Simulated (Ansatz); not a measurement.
Ansatz (a quantum-chemistry and plane-wave program) input (MP2/LANL2DZ): The .json file is the Basis Set Exchange's LANL2DZ.

Ansatz 0.2 input:
```yaml
crystal:
  periodic: [false, false, false]
  atoms:
    - {symbol: C, position_ang: [-0.00606224, -0.08532816, -1.27779952]}
    - {symbol: C, position_ang: [-0.01196846, 0.00039183, -0.00961282]}
    - {symbol: H, position_ang: [0.06598111, 0.81576917, -1.88655018]}
    - {symbol: H, position_ang: [-0.09649583, -1.05817381, -1.76064226]}
    - {symbol: O, position_ang: [0.10755480, 0.07163896, 1.20502751]}
    - {symbol: H, position_ang: [-0.72173954, 0.17891092, 1.73144643]}
basis:
  gaussian:
    orbitals: LANL2DZ.json
total_charge: 1
magnetization: {spin_polarized: false}
correlation: {method: mp2, electrons: outside_noble_gas}
```

Problem. What final total energy does it give?

Solution. -152.20720 Eh.
